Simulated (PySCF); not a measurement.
# Atomic charges against the basis set

Species: propanamide, C3H7NO.
Atom-mapped SMILES: `[CH3:1][CH2:2][C:3]([NH2:4])=[O:5]` (hydrogens: H6, H7, H8 on C1; H9, H10 on C2; H11, H12 on N4)

PBE0 throughout (PySCF), one geometry, spherical d and f functions. Geometry: PBE0-D3(BJ)/def2-SVP, one conformer, isolated molecule. Atoms taken as equivalent share a column and are averaged. The first 7 of 8 kinds of atom are listed.

Mulliken charges (e):

```csv
basis,functions,C1,C2,C3,N4,O5,H6/H7/H8,H9/H10
STO-3G,32,-0.230,-0.164,+0.228,-0.414,-0.253,+0.083,+0.079
6-31G,59,-0.477,-0.419,+0.547,-0.794,-0.459,+0.176,+0.186
pcSseg-0,59,-0.621,-0.613,+0.617,-0.762,-0.521,+0.240,+0.256
6-31G*,84,-0.517,-0.446,+0.597,-0.812,-0.478,+0.185,+0.188
def2-SVP,105,-0.057,-0.152,+0.101,-0.153,-0.269,+0.049,+0.057
cc-pVDZ,105,-0.064,-0.143,+0.132,-0.127,-0.275,+0.050,+0.057
pcSseg-1,120,-0.259,-0.340,+0.398,-0.414,-0.426,+0.122,+0.140
"6-311+G(2d,p)",177,-0.568,-0.120,+0.411,-0.469,-0.505,+0.155,+0.144
aug-cc-pVDZ,178,+0.462,+0.376,+0.600,-0.071,-0.603,-0.109,-0.161
def2-TZVP,197,-0.360,-0.219,+0.257,-0.437,-0.356,+0.127,+0.119
IGLO-III,245,-0.333,-0.282,+0.452,-0.390,-0.476,+0.122,+0.124
cc-pVTZ,248,-0.295,-0.211,+0.229,-0.239,-0.326,+0.104,+0.103
```

IAO charges (e):

```json
{"basis": "STO-3G", "functions": "32", "C1": "-0.391", "C2": "-0.299", "C3": "+0.226", "N4": "-0.411", "O5": "-0.265", "H6/H7/H8": "+0.137", "H9/H10": "+0.136"}
{"basis": "6-31G", "functions": "59", "C1": "-0.427", "C2": "-0.315", "C3": "+0.400", "N4": "-0.514", "O5": "-0.471", "H6/H7/H8": "+0.153", "H9/H10": "+0.151"}
{"basis": "pcSseg-0", "functions": "59", "C1": "-0.418", "C2": "-0.326", "C3": "+0.392", "N4": "-0.485", "O5": "-0.462", "H6/H7/H8": "+0.150", "H9/H10": "+0.152"}
{"basis": "6-31G*", "functions": "84", "C1": "-0.406", "C2": "-0.307", "C3": "+0.444", "N4": "-0.516", "O5": "-0.492", "H6/H7/H8": "+0.145", "H9/H10": "+0.143"}
{"basis": "def2-SVP", "functions": "105", "C1": "-0.396", "C2": "-0.301", "C3": "+0.436", "N4": "-0.501", "O5": "-0.489", "H6/H7/H8": "+0.141", "H9/H10": "+0.140"}
{"basis": "cc-pVDZ", "functions": "105", "C1": "-0.406", "C2": "-0.306", "C3": "+0.440", "N4": "-0.512", "O5": "-0.488", "H6/H7/H8": "+0.144", "H9/H10": "+0.142"}
{"basis": "pcSseg-1", "functions": "120", "C1": "-0.406", "C2": "-0.307", "C3": "+0.444", "N4": "-0.515", "O5": "-0.499", "H6/H7/H8": "+0.146", "H9/H10": "+0.145"}
{"basis": "6-311+G(2d,p)", "functions": "177", "C1": "-0.420", "C2": "-0.313", "C3": "+0.453", "N4": "-0.535", "O5": "-0.510", "H6/H7/H8": "+0.150", "H9/H10": "+0.149"}
{"basis": "aug-cc-pVDZ", "functions": "178", "C1": "-0.418", "C2": "-0.311", "C3": "+0.452", "N4": "-0.534", "O5": "-0.509", "H6/H7/H8": "+0.149", "H9/H10": "+0.148"}
{"basis": "def2-TZVP", "functions": "197", "C1": "-0.420", "C2": "-0.314", "C3": "+0.455", "N4": "-0.532", "O5": "-0.509", "H6/H7/H8": "+0.150", "H9/H10": "+0.149"}
{"basis": "IGLO-III", "functions": "245", "C1": "-0.421", "C2": "-0.314", "C3": "+0.454", "N4": "-0.535", "O5": "-0.510", "H6/H7/H8": "+0.151", "H9/H10": "+0.149"}
{"basis": "cc-pVTZ", "functions": "248", "C1": "-0.421", "C2": "-0.315", "C3": "+0.454", "N4": "-0.531", "O5": "-0.506", "H6/H7/H8": "+0.150", "H9/H10": "+0.148"}
```

Hirshfeld charges (e):

```json
{"basis": "STO-3G", "functions": "32", "C1": "-0.038", "C2": "-0.022", "C3": "+0.146", "N4": "-0.184", "O5": "-0.221", "H6/H7/H8": "+0.017", "H9/H10": "+0.014"}
{"basis": "6-31G", "functions": "59", "C1": "-0.100", "C2": "-0.058", "C3": "+0.174", "N4": "-0.178", "O5": "-0.300", "H6/H7/H8": "+0.037", "H9/H10": "+0.039"}
{"basis": "pcSseg-0", "functions": "59", "C1": "-0.104", "C2": "-0.063", "C3": "+0.176", "N4": "-0.174", "O5": "-0.287", "H6/H7/H8": "+0.036", "H9/H10": "+0.036"}
{"basis": "6-31G*", "functions": "84", "C1": "-0.100", "C2": "-0.058", "C3": "+0.168", "N4": "-0.174", "O5": "-0.301", "H6/H7/H8": "+0.037", "H9/H10": "+0.039"}
{"basis": "def2-SVP", "functions": "105", "C1": "-0.115", "C2": "-0.073", "C3": "+0.176", "N4": "-0.174", "O5": "-0.291", "H6/H7/H8": "+0.039", "H9/H10": "+0.041"}
{"basis": "cc-pVDZ", "functions": "105", "C1": "-0.112", "C2": "-0.071", "C3": "+0.168", "N4": "-0.173", "O5": "-0.283", "H6/H7/H8": "+0.039", "H9/H10": "+0.040"}
{"basis": "pcSseg-1", "functions": "120", "C1": "-0.117", "C2": "-0.074", "C3": "+0.177", "N4": "-0.179", "O5": "-0.291", "H6/H7/H8": "+0.041", "H9/H10": "+0.043"}
{"basis": "6-311+G(2d,p)", "functions": "177", "C1": "-0.116", "C2": "-0.078", "C3": "+0.165", "N4": "-0.180", "O5": "-0.291", "H6/H7/H8": "+0.043", "H9/H10": "+0.047"}
{"basis": "aug-cc-pVDZ", "functions": "178", "C1": "-0.124", "C2": "-0.083", "C3": "+0.170", "N4": "-0.183", "O5": "-0.287", "H6/H7/H8": "+0.044", "H9/H10": "+0.048"}
{"basis": "def2-TZVP", "functions": "197", "C1": "-0.120", "C2": "-0.079", "C3": "+0.169", "N4": "-0.182", "O5": "-0.291", "H6/H7/H8": "+0.043", "H9/H10": "+0.047"}
{"basis": "IGLO-III", "functions": "245", "C1": "-0.124", "C2": "-0.082", "C3": "+0.170", "N4": "-0.184", "O5": "-0.289", "H6/H7/H8": "+0.044", "H9/H10": "+0.048"}
{"basis": "cc-pVTZ", "functions": "248", "C1": "-0.121", "C2": "-0.079", "C3": "+0.171", "N4": "-0.182", "O5": "-0.289", "H6/H7/H8": "+0.042", "H9/H10": "+0.046"}
```

ESP-fitted charges (e):

```
        basis  functions      C1      C2      C3      N4      O5  H6/H7/H8  H9/H10
       STO-3G         32  -0.398  -0.072  +0.576  -0.802  -0.390    +0.110  +0.046
        6-31G         59  -0.346  -0.087  +0.832  -1.100  -0.599    +0.101  +0.051
     pcSseg-0         59  -0.455  -0.069  +0.833  -1.034  -0.599    +0.128  +0.051
       6-31G*         84  -0.369  -0.019  +0.709  -1.032  -0.533    +0.103  +0.039
     def2-SVP        105  -0.317  +0.012  +0.667  -0.916  -0.538    +0.088  +0.024
      cc-pVDZ        105  -0.320  +0.017  +0.628  -0.901  -0.514    +0.089  +0.025
     pcSseg-1        120  -0.339  +0.021  +0.725  -0.997  -0.567    +0.093  +0.024
6-311+G(2d,p)        177  -0.368  +0.041  +0.735  -1.057  -0.570    +0.101  +0.024
  aug-cc-pVDZ        178  -0.344  +0.034  +0.746  -1.036  -0.574    +0.094  +0.022
    def2-TZVP        197  -0.365  +0.042  +0.721  -1.031  -0.563    +0.099  +0.023
     IGLO-III        245  -0.348  +0.032  +0.731  -1.032  -0.568    +0.096  +0.025
      cc-pVTZ        248  -0.355  +0.034  +0.692  -0.985  -0.547    +0.097  +0.024
```

Some averages cover members that differ in this geometry, most widely: H9/H10, Mulliken in aug-cc-pVDZ -0.187 to -0.136; H6/H7/H8, Mulliken in aug-cc-pVDZ -0.131 to -0.087; H6/H7/H8, Mulliken in 6-31G +0.157 to +0.192; H6/H7/H8, Mulliken in 6-31G* +0.168 to +0.198 e.

Task: Which scheme is steadiest as the basis changes?

Result: Largest range over the bases for any column: Hirshfeld 0.09 e, IAO 0.25 e, ESP-fitted 0.30 e, Mulliken 1.08 e. Hirshfeld charges move least and Mulliken charges most, counted in e. Without the minimal STO-3G basis the ranges are Hirshfeld 0.02, IAO 0.06, ESP-fitted 0.20, Mulliken 1.08 e.

Task: How much do the charges still move between the two largest bases, IGLO-III and cc-pVTZ?

Result: At most, over all atoms: Mulliken 0.223 e, IAO 0.004 e, Hirshfeld 0.003 e, ESP-fitted 0.047 e.

Task: What do the same runs give for the total energy, the frontier levels and the dipole moment?

Result: 
```json
{"basis": "STO-3G", "energy (Eh)": "-245.0513", "HOMO (eV)": "-3.57", "LUMO (eV)": "4.51", "μ (D)": "2.72"}
{"basis": "6-31G", "energy (Eh)": "-248.1671", "HOMO (eV)": "-7.03", "LUMO (eV)": "1.08", "μ (D)": "3.86"}
{"basis": "pcSseg-0", "energy (Eh)": "-247.6608", "HOMO (eV)": "-7.22", "LUMO (eV)": "1.00", "μ (D)": "3.85"}
{"basis": "6-31G*", "energy (Eh)": "-248.2361", "HOMO (eV)": "-6.95", "LUMO (eV)": "1.27", "μ (D)": "3.64"}
{"basis": "def2-SVP", "energy (Eh)": "-248.0656", "HOMO (eV)": "-7.10", "LUMO (eV)": "1.11", "μ (D)": "3.69"}
{"basis": "cc-pVDZ", "energy (Eh)": "-248.2598", "HOMO (eV)": "-6.98", "LUMO (eV)": "1.21", "μ (D)": "3.59"}
{"basis": "pcSseg-1", "energy (Eh)": "-248.2199", "HOMO (eV)": "-7.29", "LUMO (eV)": "0.89", "μ (D)": "3.77"}
{"basis": "6-311+G(2d,p)", "energy (Eh)": "-248.3234", "HOMO (eV)": "-7.37", "LUMO (eV)": "0.00", "μ (D)": "3.77"}
{"basis": "aug-cc-pVDZ", "energy (Eh)": "-248.2814", "HOMO (eV)": "-7.34", "LUMO (eV)": "-0.33", "μ (D)": "3.72"}
{"basis": "def2-TZVP", "energy (Eh)": "-248.3431", "HOMO (eV)": "-7.30", "LUMO (eV)": "0.79", "μ (D)": "3.74"}
{"basis": "IGLO-III", "energy (Eh)": "-248.3499", "HOMO (eV)": "-7.35", "LUMO (eV)": "0.44", "μ (D)": "3.74"}
{"basis": "cc-pVTZ", "energy (Eh)": "-248.3359", "HOMO (eV)": "-7.24", "LUMO (eV)": "0.87", "μ (D)": "3.68"}
```

The dipole is fixed by the density alone, so its range of 1.14 D shows that the density itself changes with the basis, not only its division among atoms.
